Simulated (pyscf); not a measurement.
A first-order saddle from PySCF, ωB97X-D3(BJ)/def2-SVP:

```xyz
9

Cl    -1.0370    -1.4526     2.0709
C     -0.7951    -0.4628     0.1864
Cl    -0.8633    -1.7682    -0.9589
H      0.1897    -0.1593     0.5369
H     -1.7263     0.0570     0.4045
C     -0.5293     1.0732    -1.1517
H      0.4029     0.7815    -1.6456
H     -1.4268     0.9875    -1.7725
H     -0.4722     1.9683    -0.5222
```
Charge 0, spin multiplicity 2.

Surface: doublet, charge 0. Lowest wavenumbers (cm⁻¹): 1021i, 172, 183, 233, 237.

Q: What reaction is this the transition state of?

A: `[Cl][CH2][Cl]` + `[CH3]` [doublet] <-> `[Cl]` [doublet] + `[CH3][CH2][Cl]`, a substitution at C read from left to right: C–Cl broken and C–C formed. At ωB97M-D3(BJ)/def2-TZVP it lies +30.2 kcal/mol from the left side and +44.2 kcal/mol from the right (each side as separated species at their lowest minima found). On the product side the descent ends in what is likely a three-electron adduct, which functionals tend to overbind, 6.6 kcal/mol under the separated species and 51.2 kcal/mol under the saddle at ωB97X-D3(BJ)/def2-TZVP. One saddle was located; it need not be the lowest between these sides. The angle at the attacked C is 159°. Left out: the spin-orbit lowering of Cl.
